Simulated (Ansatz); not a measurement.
# NaCl (singlet): wave-function methods side by side, cc-pVDZ

How much of the correlation energy of NaCl (singlet) does each wave-function method recover here?

Method: cc-pVDZ, core rule «outside noble gas», up to 10 orbitals frozen; program: Ansatz 0.2.0, Gaussian basis.

The runs, in order: UHF; CCSD(T) on RHF; BCCD(T) on RHF; CISD; CCSDT(Q) on RHF; CISDTQ; CCSDTQ on RHF; Full CI.

19 further runs of the same task are left out: 10 for a known fault of the program, 9 set aside as unsound or not needed.

## (1) The system

The geometry is an MP2(full)/6-31G* stationary point (not a proven minimum).

2 atoms, charge 0, spin multiplicity 1.

Atoms are counted from 1 here; the program's logs count them from 0.

Bond lengths: Na1–Cl2 2.391 Å.

## (2) UHF

in.yaml reads:

```yaml
crystal:
  periodic: [false, false, false]
  atoms:
    - {symbol: Na, position_ang: [0.000000, 0.000000, 0.000000]}
    - {symbol: Cl, position_ang: [0.000000, 0.000000, 2.390970]}
basis:
  gaussian: {orbitals: cc-pVDZ}
magnetization: {spin_polarized: true, initial_magnetization: 0}
hamiltonian: {xc: hf}
output: {orbitals: {seedname: orbitals}}
```

Run with:

```
ansatz run in.yaml --threads 1 --pin off --events-out ev --progress --plain --max-ram 4096MiB --backend cpu
```

Further steps of the session: CCSD(T) on RHF; BCCD(T) on RHF; CISD; CCSDT(Q) on RHF; CISDTQ; CCSDTQ on RHF; Full CI.

Before running them: what should the planned runs give, taken together? Wanted: FCI below the RHF energy; RMP2 from FCI; RCCSD from FCI; RCCSD(T) from FCI; RCCSDT(Q) from FCI; T1 diagnostic; effectively unpaired electrons.

The runs gave:

```
                         quantity                                                  value
         FCI below the RHF energy                                             -4.2301 eV
                    RMP2 from FCI                                           +38.1 kJ/mol
                   RCCSD from FCI                                            +7.0 kJ/mol
                RCCSD(T) from FCI                                            +1.3 kJ/mol
               RCCSDT(Q) from FCI                                             0.0 kJ/mol
levels within 1 kcal/mol (43 meV)  RCCSD(T), BCCD(T), RCCSDT, CISDTQ, RCCSDT(Q), RCCSDTQ
                    T1 diagnostic                                                  0.010
   effectively unpaired electrons                                                   0.03
```

RCCSD(T) lands +1.3 kJ/mol from the yardstick (0.3 % of the correlation energy). One determinant dominates. These misses are within one basis, not against nature.
